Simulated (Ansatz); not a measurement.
Compare A (`C=CCSCC`) with its isomer B (`CC1CCCS1`).

Computed with Ansatz on PBE0-D4/def2-TZVP structures; ΔE is electronic, products minus reactants. CCSD(T)/CBS adds triple-zeta CCSD(T) − MP2 to the extrapolated MP2 energy (def2 sets, frozen cores). DFT in def2-TZVPP. One conformer a species, not always the lowest.

A:

Z-matrix (Å, degrees):
```
C
C 1 1.485
S 1 1.816 2 112.0
H 1 1.094 2 111.3 3 -115.7
H 1 1.092 2 111.5 3 124.1
C 2 1.327 1 124.2 3 -114.0
H 2 1.087 1 115.8 3 63.4
C 3 1.805 1 101.1 2 63.3
H 6 1.086 2 121.4 1 -1.9
H 6 1.084 2 121.6 1 178.6
C 8 1.515 3 114.6 1 70.5
H 8 1.093 3 108.5 1 -54.4
H 8 1.093 3 104.1 1 -168.3
H 11 1.091 8 111.0 3 56.7
H 11 1.092 8 111.5 3 -63.7
H 11 1.094 8 110.4 3 177.0
```

B:

Z-matrix (Å, degrees):
```
C
C 1 1.514
H 1 1.092 2 110.6
H 1 1.092 2 111.5 3 -120.2
H 1 1.094 2 110.3 3 120.2
C 2 1.521 1 114.3 3 -58.1
S 2 1.833 1 111.5 3 60.8
H 2 1.095 1 109.3 3 179.2
C 6 1.518 2 107.1 1 160.5
H 6 1.096 2 109.1 1 41.7
H 6 1.094 2 110.8 1 -76.6
C 7 1.820 2 94.7 1 -138.2
H 9 1.094 6 109.7 2 68.8
H 9 1.093 6 112.4 2 -171.5
H 12 1.092 7 109.3 2 106.5
H 12 1.090 7 109.4 2 -135.0
```

Task: Which is lower in electronic energy at CCSD(T)/CBS, and by how much? (Best estimate.)

Result: Computed: B, by 20.4 kcal/mol.

Task: Give E(B) − E(A) in kcal/mol with PBE-D4, ωB97M-V, LDA (SPW92), B2PLYP, BLYP-D4, CCSD/def2-TZVPP, CCSD(T)/def2-SVP. (An estimate is asked.)

Result: Computed: PBE-D4 -20.1, ωB97M-V -20.9, LDA (SPW92) -26.0, B2PLYP -18.4, BLYP-D4 -14.2, CCSD/def2-TZVPP -21.0, CCSD(T)/def2-SVP -22.0. None reverses the order clearly.

Task: Does the order hold for the free energy at 298.15 K (harmonic terms from PBE0-D4)? (Best estimate.)

Result: Ansatz gave: Yes: G(B) − G(A) = -16.5 kcal/mol, for one conformer each. Modes under 60 cm⁻¹, often nearly free rotors, make the harmonic entropy too high.

Largest T1 diagnostic: 0.010.

From PBE to PBE0 (25 % exact exchange), in def2-TZVPP and without D4, E(B) − E(A) moves by −3.1 kcal/mol. At CCSD(T), def2-SVP lies −1.6 kcal/mol from the extrapolated value and def2-TZVPP −0.4 kcal/mol.
